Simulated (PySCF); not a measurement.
## C2H3Cl3: calculation against experiment

**What was measured.**

NIST CCCBDB Release 22 (SRD 101), experimental dipoles lists, for the gas: dipole moment (microwave Stark effect, vibrational ground state) 1.755 ± 0.015 D.

NIST CCCBDB Release 22 (SRD 101), experimental polarizabilities lists, for the gas: mean polarisability 10.12 Å³.

The results are set against them at the end.

C2H3Cl3.
Numbering: `[CH3:1][C:2]([Cl:3])([Cl:4])[Cl:5]` (hydrogens: H6, H7, H8 on C1)

Geometry (GFN2-xTB, Å), atoms numbered from 1 in this order:
```xyz
8
C2H3Cl3 angstrom
C      0.8457   -0.0366   -0.1119
C     -0.6494    0.0302    0.0804
Cl    -1.4959   -0.5857   -1.3596
Cl    -1.1454   -0.9494    1.4819
Cl    -1.1723    1.7092    0.3597
H      1.3464    0.3434    0.7759
H      1.1322    0.5662   -0.9708
H      1.1478   -1.0679   -0.2801
```

Runs made with PySCF (gas phase, on this GFN2-xTB geometry; no spin–orbit coupling):

```tsv
level	job	basis functions	wall time
B3LYP/def2-SVPD	8 singlets by full TDDFT, 3 Tamm–Dancoff triplets, polarisability	145	14 s
```

Hardware: x86-64 server, one thread, no GPU (shared host).

**Comparison with experiment**

**Dipole moment.** Measured: 1.755 D (NIST CCCBDB Release 22 (SRD 101), experimental dipoles).

```json
{"level": "B3LYP/def2-SVPD", "computed (D)": "1.862", "computed − measured (D)": "+0.107", "% (from the printed values)": "+6"}
```

The computed dipoles belong to one fixed geometry; measured ones are averaged over vibrations unless marked μe. Magnitudes are compared, not signs.

**Mean polarisability.** Measured: 10.12 Å³ (NIST CCCBDB Release 22 (SRD 101), experimental polarizabilities).

```
          level  computed (Å³)  computed − measured (Å³)  % (from the printed values)
B3LYP/def2-SVPD          10.11                     -0.01                            0
```

The computed values are static and purely electronic, with core orbitals frozen in the response (1 au = 0.148185 Å³). The table of measured values doesn't say here whether a value is static or optical, or holds a vibrational part.

No measured geometry was used, and the causes of the misses weren't examined.
